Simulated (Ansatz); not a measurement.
```yaml
crystal:
  periodic: [false, false, false]
  atoms:
    - {symbol: Zr, position_ang: [0.000000, 0.000000, 0.000000]}
    - {symbol: O, position_ang: [1.217470, 1.217470, 1.217470]}
    - {symbol: O, position_ang: [-1.217470, -1.217470, 1.217470]}
    - {symbol: O, position_ang: [-1.217470, 1.217470, -1.217470]}
    - {symbol: O, position_ang: [1.217470, -1.217470, -1.217470]}
basis:
  gaussian: {orbitals: def2-TZVP}
hamiltonian: {xc: pbe0}
relax: {f_tol: 0.004, max_steps: 80}
```

```sh
$ ansatz run in.yaml --threads 1 --pin off --events-out ev --progress --plain --max-ram 2176MiB
```

Steps of the relaxation (energy above the last step; positions in Å, forces in eV/Å):

```
5
step 1, 7165.2 meV
Zr    0.000    0.000    0.000    0.000    0.000    0.000
O     1.217    1.217    1.217   -1.833   -1.341   -1.833
O    -1.217   -1.217    1.217    1.833    1.341   -1.833
O    -1.217    1.217   -1.217    1.833   -1.341    1.833
O     1.217   -1.217   -1.217   -1.833    1.341    1.833
```

```
5
step 2, 6050.2 meV
Zr    0.000    0.000    0.000    0.000    0.000    0.000
O     1.082    1.187    1.082    0.116    0.710    0.116
O    -1.082   -1.187    1.082   -0.116   -0.710    0.116
O    -1.082    1.187   -1.082   -0.116    0.710   -0.116
O     1.082   -1.187   -1.082    0.116   -0.710   -0.116
```

```
5
step 3, 5572.6 meV
Zr    0.000    0.000    0.000    0.000    0.000    0.000
O     1.006    1.350    1.006   -0.443    0.405   -0.443
O    -1.006   -1.350    1.006    0.443   -0.405   -0.443
O    -1.006    1.350   -1.006    0.443    0.405    0.443
O     1.006   -1.350   -1.006   -0.443   -0.405    0.443
```

```
5
step 4, 4849.0 meV
Zr    0.000    0.000    0.000    0.000    0.000    0.000
O     0.906    1.484    0.906   -0.830    0.420   -0.830
O    -0.906   -1.484    0.906    0.830   -0.420   -0.830
O    -0.906    1.484   -0.906    0.830    0.420    0.830
O     0.906   -1.484   -0.906   -0.830   -0.420    0.830
```

```
5
step 5, 3699.5 meV
Zr    0.000    0.000    0.000    0.000    0.000    0.000
O     0.797    1.605    0.797   -1.432    0.281   -1.432
O    -0.797   -1.605    0.797    1.432   -0.281   -1.432
O    -0.797    1.605   -0.797    1.432    0.281    1.432
O     0.797   -1.605   -0.797   -1.432   -0.281    1.432
```

```
5
step 8, 36.4 meV
Zr    0.000    0.000    0.000    0.000    0.000    0.000
O     0.533    1.819    0.533   -0.594   -0.249   -0.594
O    -0.533   -1.819    0.533    0.594    0.249   -0.594
O    -0.533    1.819   -0.533    0.594   -0.249    0.594
O     0.533   -1.819   -0.533   -0.594    0.249    0.594
```

```
5
step 9, 38.1 meV
Zr    0.000    0.000    0.000    0.000    0.000    0.000
O     0.505    1.814    0.505    0.698    0.244    0.698
O    -0.505   -1.814    0.505   -0.698   -0.244    0.698
O    -0.505    1.814   -0.505   -0.698    0.244   -0.698
O     0.505   -1.814   -0.505    0.698   -0.244   -0.698
```

```
5
step 12, 0.0 meV
Zr    0.000    0.000    0.000    0.000    0.000    0.000
O     0.519    1.816    0.519    0.000    0.000    0.000
O    -0.519   -1.816    0.519    0.000    0.000    0.000
O    -0.519    1.816   -0.519    0.000    0.000    0.000
O     0.519   -1.816   -0.519    0.000    0.000    0.000
```

Close pairs at the end: O2–O4 1.467 Å, O3–O5 1.467 Å, Zr1–O5 1.959 Å, Zr1–O4 1.959 Å, Zr1–O3 1.959 Å, Zr1–O2 1.959 Å.

A stationary point of restricted PBE0 after 12 steps (its stability towards spin polarisation wasn't tested); no frequencies were run, so it isn't proven a minimum. 70 s on 1 thread of Intel Xeon 6975P-C, shared host.
